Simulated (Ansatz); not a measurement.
## Structure optimisation: nitrogen, N2 molecule

Computed with Ansatz, DFT, PBE, plane waves (420 eV) with PAW, scalar-relativistic.

k-point mesh 1×1×1, Fermi-Dirac smearing 0.01 eV, no spin polarisation. The box is fixed.

Starting structure:

```
N
1.0
    12.00000    0.00000    0.00000
     0.00000   12.30000    0.00000
     0.00000    0.00000   12.60000
N
2
Direct
  0.50000 0.50000 0.45635
  0.50000 0.50000 0.54365
```

What is the relaxed bond length?

1.102 Å (start 1.100 Å).
